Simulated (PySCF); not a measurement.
Consider carbon dioxide, `O=C=O` (CO2). Numbering: `[O:1]=[C:2]=[O:3]`

Computed at ωB97X-D3(BJ)/ma-def2-TZVP // PBE0-D3(BJ)/ma-def2-SVP with PySCF (density fitting, grid level 2). Thermal corrections: PBE0-D3(BJ)/ma-def2-SVP frequencies, unscaled, ideal gas at 298.15 K and 1 bar, quasi-RRHO entropy.

What are the vertical and the adiabatic ionisation energy for forming the radical cation?

13.90 eV vertical and 13.80 eV adiabatic, the latter with zero-point energy.

Where does the unpaired spin of the relaxed radical cation sit?

O1 (carbonyl oxygen) 0.63, O3 (carbonyl oxygen) 0.63, C2 (carbonyl-type carbon) -0.25 (intrinsic atomic orbital populations).

What oxidation potential follows in water (IEF-PCM), given that Fc+/Fc comes at 4.52 V absolute with this functional and basis?

In the gas phase ΔG of oxidation is 13.765 eV, and solvation is -8.0 kJ/mol for the parent and -308.8 kJ/mol for the product, so the absolute potential is 10.65 V, or 6.13 V against Fc+/Fc. Fc+/Fc in water, 4.52 V, is ωB97X-D3(BJ)/ma-def2-TZVP on PBE0-D3(BJ)/def2-SVP structures with GFN2-xTB thermal terms. Benchmark calculations put it near 5.0 V in acetonitrile and DMSO, so it is about 0.5 V low, and the value against it can read up to that much too high. The solvent is electrostatics only, on gas-phase structures; the absolute scale refers to an electron at rest in vacuum.

How far is −ε(HOMO) from the vertical value by ΔSCF?

−ε(HOMO) = 13.24 eV, which is 0.67 eV below the ΔSCF value.

Differences come from unrounded values, so a last digit can differ from that of the printed terms.
